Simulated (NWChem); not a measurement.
Correlation energy of ammonia (H₃N)

```xyz
4

N      0.0016     0.1283     0.0000
H     -0.4728    -0.2934     0.8124
H     -0.4728    -0.2934    -0.8124
H      0.9343    -0.3110     0.0000
```
Charge 0, spin multiplicity 1.

Everything below was run with NWChem. All single points use one geometry, from PBE/def2-SVP, a minimum by its harmonic frequencies.

Basis set: cc-pVDZ. Each correlation energy counts from its own Hartree-Fock reference.

The correlated methods keep 1 core orbital frozen. Coupled-cluster values serve here as a point of comparison, not as the truth.

For the correlation energy, RI-MP2 gives -188.0 mHa and MP2 gives -188.0 mHa. What do SCS-MP2, CR-CCSD[T], CR-CCSD(T) give?

SCS-MP2: -188.6 mHa; CR-CCSD[T]: -207.9 mHa; CR-CCSD(T): -207.9 mHa.
